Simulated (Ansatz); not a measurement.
**The nitrogen atom (quartet): the correlation ladder, def2-SVP**

Aim: climb from Hartree-Fock through coupled cluster and multireference methods for the nitrogen atom (quartet) at one geometry and basis, and see what each rung misses.

Computed with Ansatz 0.2.0, Gaussian basis. Level: def2-SVP, core rule «outside noble gas», up to 1 orbitals frozen.

The runs, in order: UHF; CCSD(T) on ROHF; CCSD(T) on UHF; BCCD(T) on ROHF; CISD; CCSDT(Q) on ROHF; CCSDT(Q) on UHF; CISDTQ; CCSDTQ on ROHF; CCSDTQ on UHF; CASSCF and MRCISD+Q, 5 electrons in 4 orbitals; CASSCF and NEVPT4(SD), 5 electrons in 4 orbitals; CASSCF and NEVPT2, 5 electrons in 4 orbitals.

## (1) The atom

A free atom, in its lowest state of this spin that the program finds.

1 atom, charge 0, spin multiplicity 4.

## (2) UHF

Contents of in.yaml:

```yaml
crystal:
  periodic: [false, false, false]
  atoms:
    - {symbol: N, position_ang: [0.000000, 0.000000, 0.000000]}
basis:
  gaussian: {orbitals: def2-SVP}
magnetization: {spin_polarized: true, initial_magnetization: 3}
hamiltonian: {xc: hf}
output: {orbitals: {seedname: orbitals}}
```

Run with:

```sh
$ ansatz run in.yaml --threads 1 --pin off --events-out ev --progress --plain --max-ram 2393MiB
```

The runs that follow: CCSD(T) on ROHF; CCSD(T) on UHF; BCCD(T) on ROHF; CISD; CCSDT(Q) on ROHF; CCSDT(Q) on UHF; CISDTQ; CCSDTQ on ROHF; CCSDTQ on UHF; CASSCF and MRCISD+Q, 5 electrons in 4 orbitals; CASSCF and NEVPT4(SD), 5 electrons in 4 orbitals; CASSCF and NEVPT2, 5 electrons in 4 orbitals.

**Question.** What will the summary of the whole plan be? Wanted: UCCSDTQ below the RHF energy; RMP2 from UCCSDTQ; UMP2 from UCCSDTQ; RCCSD from UCCSDTQ; RCCSD(T) from UCCSDTQ; UCCSD(T) from UCCSDTQ; RCCSDT(Q) from UCCSDTQ; UCCSDT(Q) from UCCSDTQ; NEVPT2 valence from UCCSDTQ.

The runs gave:

| quantity | value |
| --- | --- |
| UCCSDTQ below the RHF energy | -2.4211 eV |
| RMP2 from UCCSDTQ | +442.8 meV |
| UMP2 from UCCSDTQ | +429.3 meV |
| RCCSD from UCCSDTQ | +26.0 meV |
| RCCSD(T) from UCCSDTQ | +6.7 meV |
| UCCSD(T) from UCCSDTQ | +4.9 meV |
| RCCSDT(Q) from UCCSDTQ | +1.9 meV |
| UCCSDT(Q) from UCCSDTQ | +0.2 meV |
| NEVPT2 valence from UCCSDTQ | +492.3 meV |
| NEVPT4(SD) valence from UCCSDTQ | +13.2 meV |
| MRCISD+Q valence from UCCSDTQ | -23.7 meV |
| levels within 1 kcal/mol (43 meV) | CISD, RCCSD, UCCSD, RCCSD(T), UCCSD(T), BCCD(T), RCCSDT, UCCSDT, CISDTQ, RCCSDT(Q), UCCSDT(Q), RCCSDTQ, NEVPT4(SD) valence, MRCISD+Q valence |
| T1 diagnostic | 0.014 |
| effectively unpaired electrons | 3.00 |

RCCSD(T) lands +6.7 meV from the yardstick (0.3 % of the correlation energy). One determinant dominates. Of the multireference levels listed NEVPT4(SD) valence comes nearest in total energy (+13.2 meV), which doesn't show that its space is the better one. These misses are within one basis, not against nature; the frozen cores of restricted and unrestricted runs differ, which can shift their rows.
